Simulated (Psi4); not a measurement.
**AlH3S (SMILES [AlH2][SH]): CCSD(T)/cc-pCVDZ (sfX2C)**

Aim: the energy change on altering one bond length of AlH3S at CCSD(T)/cc-pCVDZ (sfX2C), from 2 runs. 

The results are computed with Psi4 1.11.

1 further run of the same task is left out (set aside as unsound or not needed).

## Step 1: The system as given

The species is AlH3S (5 atoms), meant as a singlet with charge 0. As SMILES, `[AlH2][SH]`. Geometry: relaxed at PBE0-D4/def2-TZVP.

Bond lengths: Al1–S2 2.181 Å, Al1–H3 1.579 Å, Al1–H4 1.581 Å, S2–H5 1.344 Å. Angles: Al1–S2–H5 93.7°, S2–Al1–H3 116.5°, S2–Al1–H4 118.9°, H3–Al1–H4 124.6°.

## Step 2: The energy at CCSD(T)/cc-pCVDZ (sfX2C)

run.py reads:

```python
import psi4

psi4.set_memory('1600 MB')
psi4.set_num_threads(1)
psi4.set_output_file('psi4.out', False)

geom = psi4.geometry("""
0 1
Al    -0.616100    -0.064200    -0.181700
S      1.129100    -0.343100     1.096600
H     -1.981700    -0.650100     0.351100
H     -0.441100     0.696000    -1.556400
H      1.959700     0.287800     0.249000
units angstrom
symmetry c1
""")

psi4.set_options({
    'reference': 'rhf',
    'freeze_core': True,
    'scf_type': 'pk',
    'relativistic': 'x2c',
})

e, wfn = psi4.energy("ccsd(t)/cc-pCVDZ", molecule=geom, return_wfn=True)
print(f'total energy {e:.8f} hartree = {e * 27.211386:.5f} eV')
```

Command:

```console
python run.py
```

psi4.out, cut to the lines that bear on the results:

```text
[...]
  Running in c1 symmetry.
[...]
  Nuclear repulsion =   73.814899731463512
[...]
  Multiplicity = 1
[...]
  Nalpha       = 16
  Nbeta        = 16
[...]
    Number of basis functions: 69
[...]
    WARNING: The X2C and Dirac Hamiltonians have substatially different eigenvalues!
             This is probably caused by the recontraction of the basis set.
[...]
   @RHF iter   1:  -642.56038393039682   -6.18966e-01   4.41712e-03 ADIIS/DIIS
[...]
   @RHF iter  11:  -642.59457967574394   -3.18323e-12   2.80953e-09 DIIS
[...]
    Orbital Energies [Eh]
    ---------------------
    Doubly Occupied:
       1A    -92.194114     2A    -58.609974     3A     -8.993997
       4A     -6.625611     5A     -6.624588     6A     -6.623219
       7A     -4.930944     8A     -3.225014     9A     -3.224394
      10A     -3.223266    11A     -0.957697    12A     -0.576729
      13A     -0.530346    14A     -0.439979    15A     -0.422199
      16A     -0.383527
[...]
  @RHF Final Energy:  -642.59457967574394
   => Energetics <=
    Nuclear Repulsion Energy =             73.8148997314635125
    One-Electron Energy =               -1037.6477642869663214
    Two-Electron Energy =                 321.2382848797588508
    Total Energy =                       -642.5945796757439439
[...]
 Multipole Moments:
 ------------------------------------------------------------------------------------
     Multipole            Electronic (a.u.)      Nuclear  (a.u.)        Total (a.u.)
 ------------------------------------------------------------------------------------
 L = 1.  Multiply by 2.5417464519 to convert [e a0] to [Debye]
 Dipole X            :          0.3527806           -0.4192212           -0.0664406
 Dipole Y            :         -0.5317757            0.7446734            0.2128977
 Dipole Z            :          1.1652344           -1.5994045           -0.4341701
 Magnitude           :                                                    0.4881019
[...]
      * MP2 total energy                      = -642.800305939001987
[...]
      * CCSD total energy                     = -642.833956859357613
[...]
      * CCSD(T) total energy                  = -642.839743201760143
```

On the terminal:

```text
total energy -642.83974320 hartree = -17492.56039 eV
```

Wall time 13 s (1 thread of Intel Xeon Platinum 8259CL at 2.50GHz (Skylake/Cascade Lake), shared host); peak memory 0.36 GiB.

## Step 3: The distorted shape

alh3s.in reads:

```
memory 1600 MB

molecule system {
  0 1
  Al
  S 1 R2
  H 1 R3 2 A3
  H 1 R4 3 A4 2 D4
  H 2 R5 1 A5 4 D5

  R2 = 2.181183
  R3 = 1.8943
  A3 = 116.54449
  R4 = 1.58061
  A4 = 124.5987
  D4 = 179.99456
  R5 = 1.344008
  A5 = 93.71841
  D5 = 0.00241
  symmetry c1
}

set globals {
  reference    rhf
  freeze_core  true
  scf_type     pk
  relativistic x2c
}

energy_value, wavefunction = energy("ccsd(t)/cc-pCVDZ", return_wfn=True)
print_variables()
```

Command:

```console
psi4 -i alh3s.in -o alh3s.out -n 1
```

alh3s.out, cut to the lines that bear on the results:

```text
[...]
  Running in c1 symmetry.
[...]
  Nuclear repulsion =   72.867882854430519
[...]
  Multiplicity = 1
[...]
  Nalpha       = 16
  Nbeta        = 16
[...]
    Number of basis functions: 69
[...]
    WARNING: The X2C and Dirac Hamiltonians have substatially different eigenvalues!
             This is probably caused by the recontraction of the basis set.
[...]
   @RHF iter   1:  -642.54143240141309   -6.61987e-01   4.40562e-03 ADIIS/DIIS
[...]
   @RHF iter  11:  -642.57605011756129   -2.50111e-12   2.88820e-09 DIIS
[...]
    Orbital Energies [Eh]
    ---------------------
    Doubly Occupied:
       1A    -92.201003     2A    -58.633268     3A     -9.000758
       4A     -6.632328     5A     -6.631335     6A     -6.629933
       7A     -4.949976     8A     -3.244571     9A     -3.243804
      10A     -3.241926    11A     -0.963735    12A     -0.569832
      13A     -0.533491    14A     -0.428736    15A     -0.408708
      16A     -0.389133
[...]
  @RHF Final Energy:  -642.57605011756129
   => Energetics <=
    Nuclear Repulsion Energy =             72.8678828544305190
    One-Electron Energy =               -1035.4827935945322679
    Two-Electron Energy =                 320.0388606225405397
    Total Energy =                       -642.5760501175611807
[...]
 Multipole Moments:
 ------------------------------------------------------------------------------------
     Multipole            Electronic (a.u.)      Nuclear  (a.u.)        Total (a.u.)
 ------------------------------------------------------------------------------------
 L = 1.  Multiply by 2.5417464519 to convert [e a0] to [Debye]
 Dipole X            :          0.0002249           -0.0001693            0.0000556
 Dipole Y            :          0.3442444           -0.9343997           -0.5901553
 Dipole Z            :          1.3080560           -1.4958601           -0.1878041
 Magnitude           :                                                    0.6193171
[...]
      * MP2 total energy                      = -642.782324583148693
[...]
      * CCSD total energy                     = -642.816933417647874
[...]
      * CCSD(T) total energy                  = -642.822982764505127
[...]
```

Run time: 13 s. Hardware: 1 thread of Intel Xeon Platinum 8259CL at 2.50GHz (Skylake/Cascade Lake), shared host; peak memory 0.36 GiB.

## Step 4: Outcome

Level: CCSD(T)/cc-pCVDZ (sfX2C), 10 core orbitals frozen.

```
                                                          quantity          value
                                         first shape: total energy  -642.83974 Eh
                  first shape: HOMO energy (Hartree–Fock orbitals)      -10.44 eV
                  first shape: LUMO energy (Hartree–Fock orbitals)        1.34 eV
                first shape: HOMO–LUMO gap (Hartree–Fock orbitals)       11.78 eV
         first shape: correlation energy (10 core orbitals frozen)     -245.2 mEh
                                       first shape: (T) correction      -5.79 mEh
                                        first shape: T1 diagnostic          0.012
                                     distorted shape: total energy  -642.82298 Eh
              distorted shape: HOMO energy (Hartree–Fock orbitals)      -10.59 eV
              distorted shape: LUMO energy (Hartree–Fock orbitals)        1.24 eV
            distorted shape: HOMO–LUMO gap (Hartree–Fock orbitals)       11.83 eV
     distorted shape: correlation energy (10 core orbitals frozen)     -246.9 mEh
                                   distorted shape: (T) correction      -6.05 mEh
                                    distorted shape: T1 diagnostic          0.013
energy change with the Al1–H3 bond stretched from 1.579 to 1.894 Å       0.456 eV
```

What this shows: With the Al1–H3 bond stretched from 1.579 to 1.894 Å the energy rises by 0.46 eV (10.5 kcal/mol). The first shape isn't relaxed at this level, so the change isn't measured from a minimum. The triples (first shape) make up 2.4 % of the correlation energy. The triples (distorted shape) make up 2.4 % of the correlation energy.
